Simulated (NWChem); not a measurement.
# Correlation energy of tetrafluoroethylene (C2F4)

```xyz
6

F      1.0955     0.0000     1.3807
C      0.0000     0.0000     0.6647
F     -1.0955     0.0000     1.3807
C      0.0000     0.0000    -0.6647
F     -1.0955     0.0000    -1.3807
F      1.0955     0.0000    -1.3807
```
Charge 0, spin multiplicity 1.

Program: NWChem. All single points use one geometry, from PBE0/def2-SVP, a minimum by its harmonic frequencies.

Basis set: cc-pVDZ. Each correlation energy counts from its own Hartree-Fock reference.

The correlated methods keep 6 core orbitals frozen. Coupled-cluster values serve here as a point of comparison, not as the truth.

```tsv
method	correlation energy (mHa)
RI-MP2	-988.8
CCSD	-1005.5
CR-CCSD(T)	[?]
CCSD(T)	[?]
CR-CCSD[T]	-1024.4
CCSD+T(CCSD)	[?]
SCS-MP2	[?]
MP2	-988.7
```

Q: Fill in the missing entries.

A: 
- CR-CCSD(T), correlation energy (mHa): -1022.7
- CCSD(T), correlation energy (mHa): -1029.1
- CCSD+T(CCSD), correlation energy (mHa): -1031.5
- SCS-MP2, correlation energy (mHa): -950.7
